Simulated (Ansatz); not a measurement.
`C/N=C(\F)Cl`, relaxed with RKS PBE0-D4/def2-TZVP in Ansatz from a GFN2-xTB geometry. The force threshold is 0.005 eV/Å; the program also tests the step.

The species carries charge 0 and has multiplicity 1.

Start:

```xyz
8

C     0.271   -0.417    1.008
N    -0.109    0.661    0.142
C    -0.308    0.538   -1.069
F    -0.201   -0.616   -1.777
Cl   -0.758    1.835   -2.067
H    -0.480   -0.480    1.795
H     0.365   -1.380    0.501
H     1.220   -0.142    1.468
```

By how much does the energy fall, and how many steps does the optimiser take? (Best estimate.)

Ansatz gave: 2.23 kJ/mol, in 6 steps, 1 of them rejected.

Which bonds change most? (Estimate.)

The calculation gave: C3–F4 from 1.357 to 1.335 Å; C3–Cl5 from 1.698 to 1.711 Å; C1–N2 from 1.433 to 1.443 Å; C1–H6 from 1.090 to 1.092 Å.

Give the relaxed structure. (Best estimate.)

Ansatz gave: 
```xyz
8

C     0.268   -0.410    0.997
N    -0.114    0.698    0.156
C    -0.306    0.545   -1.053
F    -0.197   -0.602   -1.728
Cl   -0.760    1.810   -2.111
H    -0.471   -0.507    1.796
H     0.358   -1.364    0.472
H     1.222   -0.170    1.472
```
